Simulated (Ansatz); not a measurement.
# BH$_{3}$, triplet along the scale of all distances

Starting geometry (PBE0/def2-TZVP stationary point for this spin, not checked as a minimum):

| atom | x (Å) | y (Å) | z (Å) |
| --- | --- | --- | --- |
| B | -0.1149 | 0.0000 | 0.0891 |
| H | 0.3114 | 0.5391 | -0.9919 |
| H | 0.6095 | 0.0000 | 1.0286 |
| H | 0.3113 | -0.5391 | -0.9919 |

From there all distances are scaled together; atoms are numbered as listed. Energies are in kcal/mol, counted from the starting geometry at the same level. Kohn–Sham curves are unrestricted where that lies lower.

Basis cc-pVDZ; Ansatz 0.2.0. Correlated methods freeze the noble-gas cores.

Unrestricted Kohn–Sham rows aren't spin-pure: their determinants' ⟨S²⟩ exceeds S(S+1) by up to 0.80, so they mix in states of higher spin.

In so small a basis the reference is far from its limit while semilocal and hybrid functionals are nearer theirs (RPA and double hybrids share much of the reference's basis error), so the functionals' errors here hold much of the reference's basis and frozen-core error, which can add to them or hide them.

Full CI is exact within this basis and frozen core; it isn't the basis-set limit.

```json
{"scale of all distances": "0.886", "full CI": "21.1", "PBE": "21.7", "r2SCAN": "20.1", "PBE0": "20.1", "B3LYP": "20.2", "r2SCANh": "19.7", "BHLYP": "18.6", "wB97M-V": "19.6", "B2PLYP": "19.8", "RPA-PBE": "22.9"}
{"scale of all distances": "1.000", "full CI": "0.0", "PBE": "0.0", "r2SCAN": "0.0", "PBE0": "0.0", "B3LYP": "0.0", "r2SCANh": "0.0", "BHLYP": "0.0", "wB97M-V": "0.0", "B2PLYP": "0.0", "RPA-PBE": "0.0"}
{"scale of all distances": "1.114", "full CI": "7.5", "PBE": "6.3", "r2SCAN": "7.8", "PBE0": "8.1", "B3LYP": "7.5", "r2SCANh": "8.3", "BHLYP": "9.3", "wB97M-V": "8.3", "B2PLYP": "8.3", "RPA-PBE": "5.8"}
{"scale of all distances": "1.306", "full CI": "46.0", "PBE": "42.5", "r2SCAN": "46.3", "PBE0": "47.7", "B3LYP": "45.2", "r2SCANh": "47.6", "BHLYP": "50.5", "wB97M-V": "47.9", "B2PLYP": "47.9", "RPA-PBE": "42.2"}
{"scale of all distances": "1.484", "full CI": "86.3", "PBE": "82.2", "r2SCAN": "87.7", "PBE0": "90.7", "B3LYP": "85.8", "r2SCANh": "89.9", "BHLYP": "93.8", "wB97M-V": "90.8", "B2PLYP": "90.5", "RPA-PBE": "81.9"}
{"scale of all distances": "1.769", "full CI": "133.3", "PBE": "135.0", "r2SCAN": "141.2", "PBE0": "145.8", "B3LYP": "137.5", "r2SCANh": "143.5", "BHLYP": "145.4", "wB97M-V": "145.5", "B2PLYP": "144.2", "RPA-PBE": "131.8"}
{"scale of all distances": "1.990", "full CI": "153.0", "PBE": "162.3", "r2SCAN": "166.4", "PBE0": "170.5", "B3LYP": "162.0", "r2SCANh": "167.7", "BHLYP": "166.0", "wB97M-V": "169.3", "B2PLYP": "165.8", "RPA-PBE": "154.8"}
{"scale of all distances": "2.374", "full CI": "168.7", "PBE": "185.4", "r2SCAN": "187.0", "PBE0": "187.6", "B3LYP": "181.4", "r2SCANh": "187.0", "BHLYP": "180.9", "wB97M-V": "186.0", "B2PLYP": "180.0", "RPA-PBE": "169.6"}
```
